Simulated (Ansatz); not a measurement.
System: cubic perovskite KTaO₃. Method: r²SCAN+rVV10 (PAW; Ansatz, a program for electronic structure).

Numerical settings: plane-wave cutoff 500 eV, 10×10×10 k mesh, Fermi–Dirac smearing 0.05 eV, scalar-relativistic PAW data made under PBE.

Cell (relaxed at this level):

```cif
data_KO3Ta
_chemical_formula_sum 'K1 Ta1 O3'
_space_group_name_H-M_alt 'Pm-3m'
_space_group_IT_number 221
_space_group_name_Hall '-P 4 2 3'
_cell_length_a 3.98118
_cell_length_b 3.98118
_cell_length_c 3.98118
_cell_angle_alpha 90.000
_cell_angle_beta 90.000
_cell_angle_gamma 90.000
loop_
_atom_site_label
_atom_site_type_symbol
_atom_site_symmetry_multiplicity
_atom_site_Wyckoff_symbol
_atom_site_fract_x
_atom_site_fract_y
_atom_site_fract_z
_atom_site_occupancy
K1 K 1 b 0.50000 0.50000 0.50000 1
Ta1 Ta 1 a 0.00000 0.00000 0.00000 1
O1 O 3 d 0.00000 0.00000 0.50000 1
```

Task: Estimate the band gap that the calculation returns.

Result: 
* **band gap**: 2.63 eV (on the SCF k mesh)

Measured, for comparison: band gap 3.64 eV (temperature not stated, not corrected to a static lattice, indirect; as tabulated in Himmetoglu and Janotti (2016), arXiv:1601.06205).

Spin–orbit coupling is not included.

Static lattice: no zero-point or thermal effects.
